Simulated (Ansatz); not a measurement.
Working through a relaxed scan of one distance of CH4NO, SMILES CN[O]

With Ansatz 0.2.0, Python API.

`ch4no.xyz`
```text
7

C    -0.59070    0.00250    0.04870
N     0.77820    0.36080   -0.30200
O     1.39620   -0.76360   -0.73770
H    -1.11920    0.89750    0.43960
H    -1.13000   -0.35840   -0.85310
H    -0.60030   -0.79080    0.82850
H     1.26580    0.65210    0.57600
```

Typed at the interpreter:
```pycon
>>> import ansatz as az
>>> import numpy as np
>>> molecule = az.Crystal.molecule_from_extxyz("ch4no.xyz")
>>> calc = (
...     molecule.calculation()
...     .basis(gaussian="def2-SVP")
...     .functional("hf")
...     .spin("collinear", total=1)
... )
>>> symbols = [site.symbol for site in molecule.cartesian_sites]
>>> pairs = [(0, 1), (0, 3), (0, 4), (0, 5), (1, 2), (1, 6)]
>>> print("held (A)   E (eV)        ", "  ".join(f"{symbols[i]}{i}-{symbols[j]}{j}" for i, j in pairs))
held (A)   E (eV)         C0-N1  C0-H3  C0-H4  C0-H5  N1-O2  N1-H6
>>> for length in [1.02, 1.11, 1.2, 1.33, 1.5]:
...     summary = calc.relax(constraints=[az.DistanceConstraint((0, 4), at=length)], force_tolerance=0.02, max_steps=60).run().report
...     xyz = np.array(summary["positions_ang"])
...     print(f"{length:6.2f} {summary['free_energy_ev']:14.5f}  ", "  ".join(f"{np.linalg.norm(xyz[i] - xyz[j]):.3f}" for i, j in pairs))
...
DeckWarning: relax.constraints: the input's atoms, or those drawn, lie off the distances that are held; a relaxation that starts there is brought onto them ahead of its first SCF, by positions alone, [...]
  1.02    -4606.75863   1.442  1.090  1.020  1.094  1.253  1.006
  1.11    -4606.84695   1.441  1.089  1.110  1.093  1.252  1.006
  1.20    -4606.66856   1.438  1.089  1.200  1.092  1.252  1.005
  1.33    -4606.21643   1.427  1.087  1.330  1.085  1.253  1.005
  1.50    -4605.43365   1.413  1.085  1.500  1.084  1.252  1.005
```

Reading the output:
- Total energies depend on the basis set; only differences at equal settings carry meaning.
- Warnings are shown shortened and without file and line.
- The energies are electronic: no zero-point or thermal terms, and the basis set is short of its limit.
- The species is open-shell (spin multiplicity 2).
- Wall time of the script: 57 s on 1 thread of Arm Neoverse V1, on a shared host, peak memory 0.2 GiB.
